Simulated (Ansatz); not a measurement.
Two structures of CH6ClSi, doublet, reached by relaxing down either side of one saddle point (PBE0-D4/def2-TZVP). Energies are electronic, without zero-point energy. Computed with Ansatz 0.2.0 (basis: def2-TZVPP and def2-QZVPP); correlated methods freeze the cores; orbitals are unrestricted. Extrapolation: Hartree–Fock as exp(−7.88 √X), correlation as X^−2.97. First:

```
9
angstrom
H -0.4587 -1.1985 0.7987
C -1.3471 -1.4076 0.2059
Cl -1.4478 -0.2012 -1.0911
Si 1.5454 1.3772 0.0425
H -2.2407 -1.3301 0.8205
H -1.2804 -2.3951 -0.2443
H 1.9003 0.8833 -1.3118
H 2.7639 1.7819 0.7955
H 0.5649 2.4902 -0.0157
```

Second:

```
9
angstrom
H 0.9491 0.0073 0.9372
C -1.7384 -1.5641 -0.0054
Cl -1.7631 -0.4036 -1.2280
Si 1.3792 1.1529 0.0960
H -2.1974 -1.3134 0.9376
H -1.2139 -2.4868 -0.1959
H 1.6401 0.6855 -1.2882
H 2.6258 1.7316 0.6614
H 0.3184 2.1907 0.0854
```

Which bonds change from the first to the second?

CH₃Cl ([CH3][Cl]) + SiH₃ → CH₂Cl ([CH2][Cl]) + SiH₄; bonds formed: H1–Si4; bonds broken: H1–C2.

Give the saddle point's structure and its height above each. (To be estimated.)

By the calculation: 22.30 kcal/mol above the first and 11.66 kcal/mol above the second (CCSD(T) at an estimated basis limit (MP2 extrapolated from triple and quadruple zeta, plus CCSD(T) − MP2 in triple zeta)).
```xyz
9
angstrom
H -0.0141 -0.1170 0.0969
C -1.1784 -1.1485 0.1147
Cl -2.2435 -0.7104 -1.1621
Si 1.1568 1.0089 -0.0017
H -1.5986 -0.9952 1.1024
H -0.6537 -2.0811 -0.0595
H 1.9339 0.7997 -1.2518
H 2.0609 0.8841 1.1730
H 0.5366 2.3596 -0.0117
```

The T1 diagnostic stays at or below 0.016. ⟨S²⟩ of the unrestricted Hartree–Fock references: 0.75 to 0.78 (a pure state has 0.75). The end structure is not quite a true minimum (one mode of 26i cm⁻¹).

Radical steps of this kind take place in plasma deposition and etching.

Labels in which every atom is bracketed show which atoms are joined, not bond orders.

For scale, one of the runs: CCSD(T)/def2-TZVPP, 199 basis functions, launched by `ansatz run in.yaml --threads 4 --pin off --events-out ev --progress --plain --max-ram 9574MiB`. Hardware: 4 CPU threads of an Arm Neoverse V1, shared host. Wall time 120 s; peak host memory 5.7 GiB.
